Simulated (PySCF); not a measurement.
# SiH3S (SMILES [SiH2]S) at U-r2SCAN/STO-3G

Aim: the vertical ionisation energy of SiH3S at U-r2SCAN/STO-3G, from 2 runs. Input form: a Python script.

The results are computed with PySCF 2.14.0.

6 further runs of the same task are left out: 6 set aside as unsound or not needed.

## (1) Starting point

SiH3S: 5 atoms, total charge 0, spin state doublet. SMILES: `[SiH2]S`. Geometry: relaxed at PBE0-D4/def2-TZVP. This is one conformer, not always the lowest.

Bond lengths: Si1–S2 2.132 Å, Si1–H3 1.492 Å, Si1–H4 1.488 Å, S2–H5 1.344 Å. Angles: Si1–S2–H5 94.7°, S2–Si1–H3 111.4°, S2–Si1–H4 105.0°, H3–Si1–H4 110.5°.

## (2) The energy at U-r2SCAN/STO-3G

The input, mol.xyz:

```xyz
5

Si    -0.096300    -0.694000    -0.309300
S      0.273100     1.406000    -0.294500
H     -0.094500    -1.256800     1.073000
H     -1.440300    -0.843200    -0.929900
H      1.407800     1.314300     0.419300
```

The input, job.py:

```python
# [SiH2]S
from pyscf import gto, dft

mol = gto.Mole()
mol.atom = 'mol.xyz'
mol.spin = 1
mol.verbose = 3
mol.basis = 'sto-3g'
mol.max_memory = 1860
mol.build()

mf = dft.UKS(mol, xc='r2scan')
mf.conv_tol = 1e-10
mf.grids.level = 5
mf.kernel()
if not mf.converged:
    mf = mf.newton().run(mf.mo_coeff, mf.mo_occ)

e_tot = mf.e_tot
print(f'total energy: {e_tot:.8f} hartree')
```

The run is started by

```bash
$ OMP_NUM_THREADS=1 python job.py
```

The log of the run:

```text
WARN: HOMO -0.129531978739917 >= LUMO -0.129531978739915

converged SCF energy = -681.620682608401  <S^2> = 0.75130717  2S+1 = 2.0013067
total energy: -681.62068261 hartree
```

Wall time 6.6 s (1 thread of Arm Neoverse V2, shared host); peak memory 0.22 GiB.

## (3) The singlet cation

The input, job.py:

```python
from pyscf import gto, dft

molecule = gto.M(
    atom='''
Si  -0.096300  -0.694000  -0.309300
S    0.273100   1.406000  -0.294500
H   -0.094500  -1.256800   1.073000
H   -1.440300  -0.843200  -0.929900
H    1.407800   1.314300   0.419300
''',
    max_memory=1860,
    verbose=4,
    charge=1,
    basis='sto-3g',
)

mf = dft.RKS(molecule, xc='r2scan')
mf.conv_tol = 1e-10
mf.grids.level = 5
mf.kernel()
if not mf.converged:
    mf = mf.newton().run(mf.mo_coeff, mf.mo_occ)

etot = mf.e_tot
print('Final energy', etot)
```

The run is started by

```bash
$ OMP_NUM_THREADS=1 python job.py
```

The log of the run:

```text
PySCF version 2.14.0

[... 78 lines left out ...]
converged SCF energy = -681.420448708981
Final energy -681.4204487089814
```

Wall time 3.9 s (1 thread of Arm Neoverse V2, shared host); peak memory 0.21 GiB.

## (4) Results

At U-r2SCAN/STO-3G:

```
                                          quantity          value
                       doublet SiH3S: total energy  -681.62068 Eh
                      doublet SiH3S: dipole moment         1.02 D
 doublet SiH3S: HOMO energy (highest over α and β)       -1.53 eV
  doublet SiH3S: LUMO energy (lowest over α and β)        0.62 eV
                               doublet SiH3S: ⟨S²⟩          0.751
                      singlet cation: total energy  -681.42045 Eh
                       singlet cation: HOMO energy      -11.60 eV
                       singlet cation: LUMO energy       -9.16 eV
                     singlet cation: HOMO–LUMO gap        2.44 eV
vertical ionisation energy (to the singlet cation)       5.449 eV
```

In words: The vertical ionisation energy comes to 5.45 eV (126 kcal/mol). Only the singlet of the ionised species was computed; a triplet could lie lower. In a minimal basis such a difference can be off by several eV, whatever the method. Mulliken charges (doublet SiH3S) run from -0.13 on H4 to +0.33 on Si1; they depend strongly on the basis. Mulliken charges (singlet cation) run from -0.00 on H4 to +0.65 on Si1.
